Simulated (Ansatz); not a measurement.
Input for Ansatz (development build ahead of 0.2.0):

```yaml
crystal:
  periodic: [false, false, false]
  atoms:
    - { symbol: B, position_ang: [0.0, 0.0, 0.0] }
    - { symbol: Al, position_ang: [0.60266, 0.80354, 1.73972] }
basis:
  gaussian: { orbitals: "6-31G" }
magnetization:
  initial_magnetization: 2
hamiltonian:
  xc: hf
correlation:
  method: fci
  frozen_orbitals: { Al: 5, B: 1 }
```

The input is written out in the form of the current development build from the run's settings.

The run gave:

```
Converged    : yes
Total energy : -266.49929 hartree
State        : lowest triplet root, of any spatial symmetry
```
